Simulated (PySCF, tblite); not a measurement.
**CHN3, a complex of two parts: NMR shifts, interaction energy, infrared bands, spin-spin couplings and core binding energies**

The task here is to estimate one member of a computed series from the others.

Programs: tblite 0.8.0 and PySCF 2.14.0. All values are calculated, for the isolated system unless a continuum is named. Atoms count from 0, parts from 1.

## Starting point

5 atoms, charge 0, multiplicity 1; geometry: rigid parts in contact. Parts: 1 = atoms 0–2, `C#N`, charge 0; 2 = atoms 3–4, `N#N`, charge 0.

The first run:

The job: settings as JSON, then the geometry in Å.

```
{"job": {"kind": "dock", "xc": "GFN2-xTB", "basis": "xTB"}, "charge": 0, "multiplicity": 1, "parts": [{"atoms": "0-2", "charge": 0, "multiplicity": 1}, {"atoms": "3-4", "charge": 0, "multiplicity": 1}]}
C     -0.026272     0.003040    -0.000075
N      1.103515    -0.130466     0.003578
H     -1.077243     0.127427    -0.003503
N     -3.045230    -0.486675    -0.708421
N     -3.939325    -1.039737    -0.390929
```

With the program's defaults for keys left out, this is: GFN2-xTB search for minima from random contacts, gas phase.

On the command line:

```console
OMP_NUM_THREADS=1 python cluster_run.py task.json out
```

This one command runs all jobs of the session in turn.

Steps of the session up to this table: Search for minima with GFN2-xTB; Relaxing the molecule at PBE0-D3(BJ)/def2-TZVPD; NMR shieldings: PBE0/pcSseg-2; Coupled-cluster interaction energy: CCSD(T) and MP2.

One of the session's tables, all rows but one given; the rest of the session is left out.

It belongs to the step «Coupled-cluster interaction energy: CCSD(T) and MP2». 

| method | interaction energy (kcal/mol) |
| --- | --- |
| HF/aug-cc-pVDZ | -0.41 |
| MP2/aug-cc-pVDZ | -1.17 |
| CCSD/aug-cc-pVDZ | -0.95 |
| CCSD(T)/aug-cc-pVDZ | -1.05 |
| HF/aug-cc-pVQZ | -0.47 |
| MP2/aug-cc-pVQZ | -1.32 |
| SCS-MP2/aug-cc-pVQZ | ? |
| MP2, extrapolated | -1.34 |
| CCSD(T), limit estimate | -1.22 |

**Question.** Estimate the row for SCS-MP2/aug-cc-pVQZ.

**Answer.** interaction energy (kcal/mol): -1.13. In the column «interaction energy (kcal/mol)» it lies between MP2/aug-cc-pVDZ (-1.17) and CCSD(T)/aug-cc-pVDZ (-1.05).
